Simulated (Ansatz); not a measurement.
Scandium, hcp: convergence with Fermi-Dirac smearing

Computed with Ansatz, LDA, scalar-relativistic PAW, on the relaxed cell (a = 3.227 Å, c = 5.009 Å (c/a = 1.552); spin not included). Errors count from a run at 420 eV on a Γ-centred 18×18×10 mesh with Fermi-Dirac smearing of 0.1 eV, extrapolated to zero width. Fixed here: cutoff 420 eV, mesh 11×11×6. The SCF starts from atomic densities corrected by a trained network.

```tsv
width (eV)	E(σ→0) error (meV/atom)	F error (meV/atom)	P (GPa)	SCF iterations
0.01	-0.2	-0.5	-0.26	6
0.03	-0.2	-2.7	-0.24	6
0.2	-7.7	-109.7	0.45	6
0.3	-16.0	-232.8	1.14	6
0.6	-57.5	-854.7	4.22	6
1.0	-255.1	-2166.3	8.87	6
```

Question: What does the run at 0.1 give (width)?

Answer: E(σ→0) error (meV/atom): -0.2; F error (meV/atom): -29.1; P (GPa): -0.01; SCF iterations: 6.
